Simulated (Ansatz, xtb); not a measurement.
## Two conformers of C4H11O+

Structure I is `CC[C@H](C)[OH2+]`, a singlet and structure II is `CC[C@H](C)[OH2+]`, a singlet. Both are isolated ions in the gas phase, relaxed with PBE-D3(BJ)/def2-SVP.

I (Å):

```yaml
atoms:
  - { symbol: C, position_ang: [-0.8421, -1.1338, -0.7724] }
  - { symbol: C, position_ang: [-0.6576, 0.0445, 0.1886] }
  - { symbol: C, position_ang: [-0.3837, 1.3678, -0.4916] }
  - { symbol: C, position_ang: [-0.3571, 2.6031, 0.3615] }
  - { symbol: O, position_ang: [-1.6196, 1.5459, -1.4828] }
  - { symbol: H, position_ang: [0.0191, -1.2568, -1.4600] }
  - { symbol: H, position_ang: [-0.9536, -2.0798, -0.2089] }
  - { symbol: H, position_ang: [-1.7775, -1.0693, -1.3806] }
  - { symbol: H, position_ang: [-1.5255, 0.1526, 0.8731] }
  - { symbol: H, position_ang: [0.2238, -0.1356, 0.8408] }
  - { symbol: H, position_ang: [0.4792, 1.3011, -1.1871] }
  - { symbol: H, position_ang: [-1.2654, 2.6896, 0.9882] }
  - { symbol: H, position_ang: [-0.2189, 3.5278, -0.2327] }
  - { symbol: H, position_ang: [0.5202, 2.5238, 1.0362] }
  - { symbol: H, position_ang: [-1.8217, 0.6611, -1.8877] }
  - { symbol: H, position_ang: [-1.4607, 2.2026, -2.2006] }
```

II (Å):

```
atom    x (Å)    y (Å)    z (Å)
   C   0.1201  -0.6961  -1.8004
   C   1.0683  -0.7445  -0.5978
   C   0.5959   0.0028   0.6348
   C  -0.7272  -0.3759   1.2461
   O   0.4991   1.5155   0.1420
   H  -0.0466   0.3357  -2.1945
   H   0.5609  -1.2500  -2.6509
   H  -0.8701  -1.1451  -1.5911
   H   1.2169  -1.7952  -0.2682
   H   2.0779  -0.3756  -0.8733
   H   1.4011   0.0989   1.3880
   H  -1.5572  -0.3857   0.5128
   H  -0.9939   0.2688   2.1079
   H  -0.6280  -1.4061   1.6471
   H  -0.0335   2.0831   0.7484
   H   0.0663   1.5212  -0.7513
```

Energies in hartree; the thermal terms are from PBE-D3(BJ)/def2-SVP harmonic frequencies (ideal gas, rigid rotor, one conformer each, 400 K, 1 atm) and include the zero-point energy:

```
                              I           II
E, CCSD(T)/def2-SVP  −233.159992  −233.158702
    E, MP2/def2-SVP  −233.071922  −233.070628
  E, MP2/def2-TZVPP  −233.512581  −233.511169
  zero-point energy     0.143878     0.143973
       H(400 K) − E     0.157338     0.157483
       G(400 K) − E     0.100168     0.099923
```

Correct the CCSD(T) difference for the basis set by the MP2 change, then work out ΔE, ΔE₀, ΔH and ΔG for I → II in kcal/mol (1 Eh = 627.51 kcal/mol) and the equilibrium ratio [II]/[I].

1. Differences II − I: CCSD(T) +0.001290, MP2 in the small set +0.001294, MP2 in the large set +0.001412 Eh.
2. ΔE = +0.001290 + (+0.001412 − (+0.001294)) = +0.001408 Eh = +0.88 kcal/mol.
3. ΔE₀ = ΔE + ΔZPE = +0.001408 + (+0.000095) Eh = +0.94 kcal/mol.
4. ΔH = ΔE + (+0.000145) Eh = +0.97 kcal/mol.
5. ΔG = ΔE + (−0.000245) Eh = +0.73 kcal/mol, so ΔS = (ΔH − ΔG)/T = +2.6 J/(mol K).
6. kT = 1.2667 mEh, so K = [II]/[I] = exp(−ΔG/kT) = exp(−0.92) ≈ 0.4.

The two are too close for this level to say which is favoured. An error of 1 kcal/mol in ΔG would change K by a factor of 3.5. Mirror images and further conformers aren't counted.

Other levels gave ΔE = +0.7 (PBE-D3(BJ)/def2-SVP); +1.1 (HF/def2-SVP); +0.8 (MP2/def2-SVP); +0.8 (CCSD(T)/def2-SVP) kcal/mol. The correlated steps freeze 5 core orbitals. Programs: Ansatz 0.2.0.
